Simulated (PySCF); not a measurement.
## Bonding in H3SiCH2F

Species: H3SiCH2F, CH₅FSi.
Atom-mapped SMILES: `[F:1][CH2:2][SiH3:3]` (hydrogens: H4, H5 on C2; H6, H7, H8 on Si3)

Structure used (GFN2-xTB), in Å, numbered top down from 1:
```
atom  x, y, z in Å
F1     1.6227    0.1566   -0.9982
C2     0.9392   -0.0664    0.1819
Si3   -0.9508    0.0544   -0.1145
H4     1.2505   -1.0540    0.5329
H5     1.3053    0.6798    0.8923
H6    -1.2528    1.3947   -0.6106
H7    -1.3252   -0.9642   -1.0922
H8    -1.5799   -0.1914    1.1837
```

Bond orders from the PBE0/pcSseg-1 density (PySCF). Isolated species at its GFN2-xTB geometry, gas phase.

(1) How far do the computed orders between heavy atoms stray from the drawn ones?

(2) Give the Mayer order of every bond, beside its length.

(3) Sum the orders of all bonds at each heavy atom with more than one neighbour and set the sums beside the valence in the SMILES.

Results:

(1) The largest departure is 0.152, at F1–C2 (drawn single, 0.848). Drawn single, order below 0.88: F1–C2 (0.848).

(2) 
| bond | drawn as | length (Å) | Mayer order |
| --- | --- | --- | --- |
| F1–C2 | single | 1.382 | 0.848 |
| C2–Si3 | single | 1.917 | 0.914 |
| C2–H4 | single | 1.093 | 0.949 |
| C2–H5 | single | 1.093 | 0.949 |
| Si3–H6 | single | 1.461 | 0.950 |
| Si3–H7 | single | 1.461 | 0.950 |
| Si3–H8 | single | 1.463 | 0.929 |

(3) C2 3.660 (drawn 4), Si3 3.743 (drawn 4). Orders between atoms that aren't bonded are not in these sums.

The Mayer order sums products of elements of PS (density times overlap matrix) between the two atoms' basis functions, so it depends on the basis set.
